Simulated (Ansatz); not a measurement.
AlHO$_{2}$, SMILES `[O]=[Al][OH]` from Hartree–Fock to CCSD(T)

```json
{"atom": "O1", "x (Å)": "1.947", "y (Å)": "0.137", "z (Å)": "-1.017"}
{"atom": "Al2", "x (Å)": "0.496", "y (Å)": "0.081", "z (Å)": "-0.355"}
{"atom": "O3", "x (Å)": "-1.046", "y (Å)": "0.058", "z (Å)": "0.276"}
{"atom": "H4", "x (Å)": "-1.397", "y (Å)": "-0.276", "z (Å)": "1.097"}
```

The species carries charge 0 and has multiplicity 1. The geometry is a stationary point of PBE0-D4/def2-TZVP. It is one conformer, not always the lowest. Frozen core, restricted reference, Ansatz 0.2.0. CBS rows extrapolate triple and quadruple zeta.

```csv
basis,HF (Eh),MP2 corr.
def2-SVP,-392.03711,-0.44561
def2-TZVPP,-392.32659,-0.56357
def2-QZVPP,-392.34115,-0.60863
cc-pV(D+d)Z,-392.25230,-0.44839
cc-pV(T+d)Z,-392.32294,-0.56630
cc-pV(Q+d)Z,-392.33850,-0.61000
```

**Question.** Estimate the CCSD correlation energy and the (T) correction in each basis where they were run (hartree).

**Answer.** 
| basis | CCSD corr. | (T) |
| --- | --- | --- |
| def2-SVP | -0.44564 | -0.01368 |
| def2-TZVPP | -0.55617 | -0.02420 |
| def2-QZVPP | -0.59516 | -0.02756 |
| CBS(def2) | -0.62403 | -0.03005 |
| cc-pV(D+d)Z | -0.44735 | -0.01397 |
| cc-pV(T+d)Z | -0.55823 | -0.02450 |
| cc-pV(Q+d)Z | -0.59654 | -0.02755 |
| CBS(cc) | -0.62382 | -0.02973 |
